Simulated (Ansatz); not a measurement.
# BH₃O₂: a ladder of functionals and wavefunction methods

Aim: compute BH₃O₂ with functionals from several rungs and with coupled cluster. The yardstick is the atomisation energy at the CCSD(T) limit.

Program: Ansatz 0.2.0, Gaussian basis. Level of theory: functionals in def2-TZVPP, the program's frozen cores in correlated methods. These are calculated values, not measurements.

Plan: LDA (SPW92), PBE-D4, revPBE-D4, BLYP-D4, r2SCAN-D4, B97M-V, PBE0-D4, B3LYP-D4, r2SCANh-D4, r2SCAN0-D4, HSE06-D4, BHLYP-D4, CAM-B3LYP-D4, LC-ωPBE, ωB97X-V, ωB97M-V, B2PLYP, PBE-QIDH; CCSD(T)/def2-SVP; CCSD(T)/def2-TZVPP; CCSD(T)/def2-QZVPP; extrapolation to the limit; RPA on PBE.

### 1 Structure used throughout

The geometry comes from an earlier relaxation with PBE0-D4 in a triple-zeta def2 set; it is a stationary point.

6 atoms, charge 0, spin multiplicity 1.

Atoms are counted from 1 here; the program's logs count them from 0.

Bond lengths: O1–B2 1.356 Å, O1–H4 0.958 Å, B2–O3 1.356 Å, B2–H5 1.205 Å, O3–H6 0.958 Å. Angles: B2–O1–H4 112.7°, O1–B2–O3 116.8°, O1–B2–H5 121.6°, O3–B2–H5 121.6°, B2–O3–H6 112.7°.

### 2 LDA

This LDA is Slater exchange with PW92 correlation.

The input, in.yaml:

```yaml
crystal:
  periodic: [false, false, false]
  atoms:
    - {symbol: O, position_ang: [-1.176211, -0.524494, -0.251839]}
    - {symbol: B, position_ang: [0.049477, 0.028108, -0.072891]}
    - {symbol: O, position_ang: [0.580607, -0.053848, 1.172455]}
    - {symbol: H, position_ang: [-1.494726, -0.433523, -1.150617]}
    - {symbol: H, position_ang: [0.637775, 0.565587, -0.976143]}
    - {symbol: H, position_ang: [1.445180, 0.354069, 1.232835]}
basis:
  gaussian: {orbitals: def2-TZVPP}
hamiltonian: {xc: lda}
output: {orbitals: {seedname: orbitals}}
```

After this run come: PBE-D4 (GGA); revPBE-D4 (GGA); BLYP-D4 (GGA); r2SCAN-D4 (meta-GGA); B97M-V (meta-GGA); PBE0-D4 (hybrid); B3LYP-D4 (hybrid); r2SCANh-D4 (hybrid); r2SCAN0-D4 (hybrid); HSE06-D4 (hybrid); BHLYP-D4 (hybrid); CAM-B3LYP-D4 (range-separated); LC-ωPBE-D4 (range-separated); ωB97X-V (range-separated); ωB97M-V (range-separated); B2PLYP (double hybrid); PBE-QIDH (double hybrid); CCSD(T) in def2-SVP; CCSD(T) in def2-TZVPP; CCSD(T) in def2-QZVPP; RPA on PBE orbitals.

Before running them: what should the planned runs give, taken together? Wanted: atomisation energy, CCSD(T)/CBS; farthest beyond LDA; mean size of error, GGA; mean size of error, meta-GGA; mean size of error, hybrid; mean size of error, range-separated; mean size of error, double hybrid; gap, smallest and largest; T1 diagnostic.

As calculated:

| quantity | value |
| --- | --- |
| atomisation energy, CCSD(T)/CBS | 25.380 eV |
| functionals within 0.127 eV (0.5 %) | BLYP-D4, r2SCAN-D4, B97M-V, B3LYP-D4, r2SCANh-D4, LC-ωPBE, ωB97X-V, ωB97M-V |
| farthest beyond LDA | BHLYP-D4 (-0.971 eV) |
| mean size of error, GGA | 0.287 eV |
| mean size of error, meta-GGA | 0.060 eV |
| mean size of error, hybrid | 0.311 eV |
| mean size of error, range-separated | 0.107 eV |
| mean size of error, double hybrid | 0.217 eV |
| gap, smallest and largest | 7.29 eV (LDA (SPW92)), 14.92 eV (LC-ωPBE) |
| T1 diagnostic | 0.0127 |
| triples share of the correlation energy | 3.3 % |

What this shows: The LDA atomisation energy is off by 3.866 eV (15 %): it overbinds. PBE-D4 is off by +0.494 eV. Double hybrids carry the basis error of their MP2 part in triple zeta, and no dispersion term here, so their miss is partly the set-up's. The rungs meta-GGA, range-separated miss on average by less than the doubt on the reference (0.127 eV), so they tie. The reference freezes the cores and leaves out relativity and excitations past (T), so misses under about 0.127 eV can't be ranked. Hartree-Fock recovers 73 % of the binding; the rest is correlation. CCSD(T) in def2-SVP is off by -1.307 eV, more than most functionals: a good method in a small basis is no reference. The gap grows from 7.3 to 14.9 eV across the functionals, mostly with the share of exact exchange.
